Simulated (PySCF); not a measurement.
Cartesian coordinates (Å):
```xyz
1

Cl     0.0000     0.0000     0.0000
```
Charge 0, spin multiplicity 2.

**Question.** What highest occupied spin orbital, total energy and dipole moment does PySCF 2.14.0 with TPSSh-D3(BJ)/def2-TZVP give?

**Answer.** 
```yaml
highest_occupied_spin_orbital: -8.78 eV
total_energy: -460.1642 Ha
dipole_moment: 0.00 D
```
